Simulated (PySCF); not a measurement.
All of these have the formula C5H11N. Method used: TDDFT CAM-B3LYP/def2-SVPD, vertical, gas phase, core orbitals frozen in the response in PySCF. Geometries: PBE0-D3(BJ)/def2-SVP; one conformer of each isolated species. Triplets are in the Tamm–Dancoff approximation.

Question: Rank by computed lowest singlet excitation energy, lowest first.
A. `CC(C)=NCC`
B. `C=NC(C)(C)C`
C. `CN1CCCC1`
D. `NC1CCCC1`

Answer: B (4.86 eV), A (5.14 eV), C (5.99 eV), D (6.36 eV).

| SMILES | S1 (eV) | HOMO (eV) | α (au) | f (S1) | first f ≥ 0.01 (nm) | S1 mainly |
| --- | --- | --- | --- | --- | --- | --- |
| C=NC(C)(C)C | 4.86 | -8.53 | 70.4 | 0.002 | 158 | H→L (97%) |
| CCN=C(C)C | 5.14 | -8.30 | 72.1 | 0.001 | 183 | H→L+1 (98%) |
| CN1CCCC1 | 5.99 | -7.49 | 68.3 | 0.024 | 207 | H→L (92%) |
| NC1CCCC1 | 6.36 | -8.22 | 66.8 | 0.028 | 195 | H→L (57%) |

H and L stand for HOMO and LUMO.

Mean S1 by what the SMILES shows (count): single bonds only 6.18 eV (2); a double or triple bond but no aromatic ring 5.00 eV (2).

- `C=NC(C)(C)C`: Löwdin shares by element: HOMO nitrogen 57%, carbon 29% or more; LUMO carbon 37% or more, nitrogen 35%, hydrogen 17% or more.
- `CCN=C(C)C`: Löwdin shares by element: HOMO nitrogen 58%, carbon 27% or more; LUMO carbon 41% or more, hydrogen 8% or more (atoms not listed hold the other 50%).
- `CN1CCCC1`: Löwdin shares by element: HOMO nitrogen 56%, carbon 24% or more (atoms not listed hold the other 20%); LUMO carbon 42% or more (atoms not listed hold the other 58%).
- `NC1CCCC1`: Löwdin shares by element: HOMO nitrogen 57%, carbon 21% or more, hydrogen 6% or more (atoms not listed hold the other 16%); LUMO carbon 29% or more, hydrogen 8% or more (atoms not listed hold the other 63%).
